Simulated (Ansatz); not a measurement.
# C3H4 (singlet): from Hartree-Fock to the top rungs, 6-31G

One table from this session's results is given with a row withheld; the runs are named, their logs left out.

Method: 6-31G, core rule «outside noble gas», up to 3 orbitals frozen; program: Ansatz 0.2.0, Gaussian basis.

The runs, in order: UHF; CCSD(T) on RHF; CCSD(T) on UHF; BCCD(T) on RHF; CISD; CCSDT(Q) on RHF; CCSDT(Q) on UHF; CISDTQ; CCSDTQ on RHF; CASSCF and MRCISD+Q, 8 electrons in 8 orbitals; CASSCF and NEVPT2, 8 electrons in 8 orbitals.

10 further runs of the same task are left out: 1 that didn't finish, 9 set aside as unsound or not needed.

**What is computed**

The geometry is an MP2(full)/6-31G* stationary point (not a proven minimum).

7 atoms, charge 0, spin multiplicity 1.

Atoms are counted from 1 here; the program's logs count them from 0.

Bond lengths: C1–C2 1.311 Å, C1–C3 1.311 Å, C2–H4 1.086 Å, C2–H5 1.086 Å, C3–H6 1.086 Å, C3–H7 1.086 Å. Angles: C2–C1–C3 180.0°, C1–C2–H4 121.4°, C1–C2–H5 121.4°, H4–C2–H5 117.2°, C1–C3–H6 121.4°, C1–C3–H7 121.4°, H6–C3–H7 117.2°.

Set-up of the first run:

Contents of in.yaml:

```yaml
crystal:
  periodic: [false, false, false]
  atoms:
    - {symbol: C, position_ang: [0.000000, 0.000000, 0.000000]}
    - {symbol: C, position_ang: [0.000000, 0.000000, 1.311190]}
    - {symbol: C, position_ang: [0.000000, 0.000000, -1.311190]}
    - {symbol: H, position_ang: [0.000000, 0.926778, 1.876642]}
    - {symbol: H, position_ang: [0.000000, -0.926778, 1.876642]}
    - {symbol: H, position_ang: [0.926778, 0.000000, -1.876642]}
    - {symbol: H, position_ang: [-0.926778, 0.000000, -1.876642]}
basis:
  gaussian: {orbitals: 6-31G}
magnetization: {spin_polarized: true, initial_magnetization: 0}
hamiltonian: {xc: hf}
output: {orbitals: {seedname: orbitals}}
```

Run with:

```console
$ ansatz run in.yaml --threads 1 --pin off --events-out ev --progress --plain --max-ram 4160MiB --backend cpu
```

Steps of the session up to this table: UHF; CCSD(T) on RHF; CCSD(T) on UHF; BCCD(T) on RHF; CISD; CCSDT(Q) on RHF; CCSDT(Q) on UHF; CISDTQ; CCSDTQ on RHF; CASSCF and MRCISD+Q, 8 electrons in 8 orbitals; CASSCF and NEVPT2, 8 electrons in 8 orbitals.

One of the session's tables, all rows but one given; the rest of the session is left out.

It belongs to the step «Misses and costs». 

```
           method  from RCCSDTQ (kcal/mol)
              RHF                  +192.65
              UHF                  +192.39
             RMP2                   +27.85
             CISD                   +26.20
            RCCSD                    +6.55
         RCCSD(T)                    +0.69
          BCCD(T)                        ?
           RCCSDT                    +0.36
           CISDTQ                    +2.31
        RCCSDT(Q)                    -0.05
          RCCSDTQ                        0
  CASSCF frontier                  +118.85
  NEVPT2 frontier                   +23.88
  MRCISD frontier                   +10.00
MRCISD+Q frontier                    +1.41
```

Q: Estimate the row for BCCD(T) from the others.

As computed: from RCCSDTQ (kcal/mol): +0.70. In the column «from RCCSDTQ (kcal/mol)» it lies between RCCSD(T) (+0.69) and MRCISD+Q frontier (+1.41).
